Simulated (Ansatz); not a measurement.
A made-up structure of HSO₂, doublet:

O1  (-1.202, 0.806, -0.405)
S2  (-0.548, 0.199, 0.758)
O3  (0.726, -0.677, 0.250)
H4  (-0.688, 0.066, -0.764)
(Å)

It is relaxed with PBE-D4/def2-SVP and then PBE0-D4/def2-TZVP (Ansatz 0.2.0). Atoms count as bonded within 1.22 times the sum of their covalent radii (H–H: 0.88 Å). The end point is not checked to be a true minimum.

Problem. Does its bonding change? (Judge from chemistry; the calculation decides.)

Solution. By the calculation: Yes. Formed: none; broken: S2–H4.

Where it ends: The first stage lowers the energy by 2.22 eV in 9 steps. It ends as HSO₂ ([O][S][OH]):
```
4
angstrom
O -1.2116 0.6741 -0.3880
S -0.3753 0.1822 0.9200
O 0.6910 -0.7228 0.4779
H -0.8175 0.2608 -1.1709
```

Labels in which every atom is bracketed show which atoms are joined, not bond orders.

For scale, one of the runs: PBE0-D4/def2-TZVP relaxation, 105 basis functions, launched by `ansatz run in.yaml --threads 2 --pin off --events-out ev --progress --plain --max-ram 4352MiB`. The run took about 12 s on 2 CPU threads of an Intel Xeon 6975P-C (shared host).
